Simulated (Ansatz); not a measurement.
Geometry optimisation, RHF/def2-SVP (Ansatz).

Input:

```yaml
crystal:
  periodic: [false, false, false]
  atoms:
    - { symbol: B, position_ang: [0.0, 0.0, 0.0] }
    - { symbol: Cl, position_ang: [0.0, 0.0, 2.21] }
    - { symbol: F, position_ang: [1.1431, 0.0, -0.66] }
    - { symbol: H, position_ang: [-1.0305, 0.0, -0.595] }
    - { symbol: H, position_ang: [0.0668, 1.4124, 0.4698] }
    - { symbol: H, position_ang: [0.0595, 1.2578, 1.3665] }
basis:
  gaussian: { orbitals: def2-SVP }
hamiltonian:
  xc: hf
relax:
  f_tol: 0.15
  max_steps: 25
  restrain:
    - { distance: [0, 4], at: 2.39, k: 30.0 }
    - { distance: [5, 1], at: 2.57, k: 30.0 }
    - { distance: [0, 1], at: 1.86, k: 30.0 }
    - { distance: [5, 4], at: 0.66, k: 30.0 }
```

Launched with:

```bash
$ ansatz run input.yaml --threads 1 --pin off --max-ram 2048MiB --backend cpu --events-out ev --progress --plain --runs-dir out
```

Problem. Where does it end, and by what steps?

Solution. It converged. The restraints hold the end off the free minimum. After 7 steps the energy has fallen by 3.300 eV (the restraints' own energy left out); Cl2 moved furthest, 0.71 Å. Parted: Cl2–H6 (1.52 → 2.58 Å).

| step | energy less start (eV) | largest force component (eV/Å) | accepted |
| --- | --- | --- | --- |
| 0 | 0.0000 | 3.918 | yes |
| 1 | -0.9951 | 2.536 | yes |
| 2 | -1.5966 | 4.650 | yes |
| 3 | -2.5422 | 3.066 | yes |
| 4 | -3.2104 | 1.894 | yes |
| 5 | -3.2748 | 1.565 | yes |
| 6 | -3.2758 | 1.547 | yes |
| 7 | -3.2996 | 1.356 | yes |

```xyz
6
Properties=species:S:1:pos:R:3
B -0.005 -0.264 0.132
Cl 0.012 -0.647 1.910
F 1.131 -0.201 -0.490
H -1.034 -0.141 -0.440
H 0.106 2.100 0.514
H 0.030 1.824 1.164
```

The run took 7.6 s on 1 thread of Arm Neoverse V1, with other jobs on the host, peak memory 0.11 GiB.
